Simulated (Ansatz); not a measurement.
Multireference treatment of C2H2N2S, singlet

Calculated in Ansatz's Gaussian-basis code. Basis cc-pV(T+d)Z on S, cc-pVTZ on C/N/H, nonrelativistic, 9 orbitals frozen in the corrections. State-specific CASSCF; RHF is the lowest restricted (open-shell) Hartree–Fock solution met. No symmetry is imposed, so a solution can break that of the shape. The lowest solution met needn't be the lowest there is, nor hold the orbitals that a chemist would pick.

Geometry:

```xyz
7

S     0.0000    0.0000    1.1761
C     0.0000   -1.1768   -0.0752
N     0.0000   -0.6852   -1.2976
N     0.0000    0.6852   -1.2976
C     0.0000    1.1768   -0.0752
H     0.0000   -2.2405    0.1259
H     0.0000    2.2405    0.1259
```

Question: What do CASSCF and its corrections give against RHF in CAS(6,5), and what are the occupations?

Answer: CASSCF -1.678 eV, SC-NEVPT2 -24.048 eV; occupations 1.99, 1.93, 1.90, 0.09, 0.08.

Question: How do single-reference totals in the same basis and frozen core stand against SC-NEVPT2 in CAS(6,5)?

Answer: CCSD(T) -1.870 eV. Coupled cluster stands on the determinant that it favours, which can lie over the RHF solution above, and is in doubt where the occupations are far from 0, 1 and 2.

Question: Roughly how much CPU time does a whole run from the default start take (median of such runs, summed over threads; nearly all runs on one pinned thread of a shared server, mostly Xeon at 2.3 to 2.6 GHz, by a development driver)?

Answer: CAS(6,5): about 3 min. Other jobs ran beside these, and the count of passes differs.
